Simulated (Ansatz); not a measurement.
Spin states of the cluster P4 (the lowest singlet isomer of a short search), each relaxed with B3LYP-D4/def2-TZVP in Ansatz. Electronic energies in the gas phase.

LC-ωPBE has ω = 0.4 bohr⁻¹. Correlated methods freeze 20 core orbitals. The structure comes from a short search, and lower isomers may exist.

Singlet geometry (Td within 0.1 Å):

Cartesian coordinates in Å:
```
P 0.1486 1.0643 -0.8158
P -0.1324 -1.1197 -0.7411
P -1.1006 0.1677 0.7621
P 1.0845 -0.1123 0.7948
```

Triplet geometry (C2v within 0.1 Å):

Cartesian coordinates in Å:
```
P -1.225 0.908 -0.563
P 0.689 -0.436 1.406
P 0.957 0.655 -0.482
P -0.421 -1.127 -0.361
```

Quintet geometry (Cs within 0.1 Å):

```xyz
4

P     0.075   -1.383    0.940
P     0.835    0.566   -1.912
P     0.580    0.600    0.241
P    -1.490    0.217    0.730
```

⟨S²⟩: triplet 2.01 at PBE0-D4/def2-TZVP (pure 2.00), quintet 6.03 at PBE0-D4/def2-TZVP (pure 6.00).

Only these spin states were relaxed. The triplet has other bonds than the singlet, so the gap mixes isomer and spin. The quintet has other bonds than the singlet, so the gap mixes isomer and spin.

```
                 level  triplet − singlet (kJ/mol)  quintet − singlet (kJ/mol)  lowest of these
 LDA (SPW92)/def2-TZVP                       223.9                       448.3          singlet
     BLYP-D4/def2-TZVP                       178.5                       357.2          singlet
     PBE0-D4/def2-TZVP                       198.5                       388.4          singlet
CAM-B3LYP-D4/def2-TZVP                       184.2                       361.2          singlet
     LC-ωPBE/def2-TZVP                       196.7                       380.3          singlet
     RPA@PBE/def2-TZVP                       194.4                       383.4          singlet
        MP2/def2-TZVPP                       243.6                       464.1          singlet
    CCSD(T)/def2-TZVPP                       203.4                       394.1          singlet
```
